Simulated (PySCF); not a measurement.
Bond curve of BCl⁺

Set-up: basis B def2-TZVPPD, Cl def2-TZVPPD; no relativity; PySCF 2.14. Energies in eV from B⁺ + Cl in their ground configurations at the same level. All curves are PBE0. state 1: ²Σ⁺ (doublet), unpaired electrons σ ↑; state 2: quartet, unpaired electrons σ ↑, π ↑↑, a mixture of terms (⟨Lz²⟩ = 2.0), a second solution, started from another occupation.

```tsv
R (Å)	state 1	state 2
1.376	-2.780	4.7635
1.440	-3.614	3.4297
1.504	-4.075	2.4877
1.552	-4.238	1.9775
1.600	-4.282	1.5986
1.648	-4.232	1.3247
1.712	-4.058	1.0867
1.792	-3.723	0.9399
1.888	-3.222	0.9133
2.016	-2.504	1.0288
```

Put a parabola through the three lowest points of the state 1 curve and estimate Re, k and ωe (reduced mass 8.373 u; 1 eV/Å² = 0.16022 mdyn/Å; ωe = 1302.8·√(k/μ) cm⁻¹).

Through R = 1.552, 1.6, 1.648 Å the second-order coefficient is 20.4 eV/Å², so Re ≈ 1.598 Å, k ≈ 6.54 mdyn/Å and ωe ≈ 1151 cm⁻¹. A polynomial fit of higher order to the unrounded PBE0 energies gives Re = 1.596 Å, k = 6.57 mdyn/Å, ωe = 1154 cm⁻¹; anharmonicity and rounding make the difference.

The higher-order fit for each curve: state 1: Re = 1.596 Å, ωe = 1154 cm⁻¹, De = 4.28 eV; state 2: Re = 1.859 Å, ωe = 643 cm⁻¹, minimum 0.91 eV above the ground-state fragments.

For an ion De counts to the pair picked by the measured ionisation energies or electron affinities, which need not be the lowest pair at this level. Counting both spins, an empty level lies below a filled one in some of these solutions, because spin and occupation are held. The state is the lowest determinant that a PBE0 search found; another state may lie lower at other levels.
